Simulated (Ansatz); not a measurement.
doublet NaO: levels of theory in one basis

```yaml
atoms:
  - { symbol: Na, position_ang: [0.0000, 0.0000, -1.0934] }
  - { symbol: O, position_ang: [0.0000, 0.0000, 1.0934] }
```

Basis set: def2-SVP (spherical functions). Correlated methods keep 2 orbitals frozen. Correlation on ROHF uses semicanonical orbitals with singles. Charge 0, multiplicity 2.

Computed with Ansatz (development build ahead of 0.2.0); each method stands on the lowest determinant of its kind that the runs found.

```csv
method,E − E(ROHF) (eV),<S²> of the determinant
ROHF,0.00,–
UHF,-0.10,0.76
ROHF-MP2,-4.27,–
UHF-MP2,-4.28,0.76
```

Problem. What does ROHF-CCSD(T) give on the same scale?

Solution. -4.67 eV.
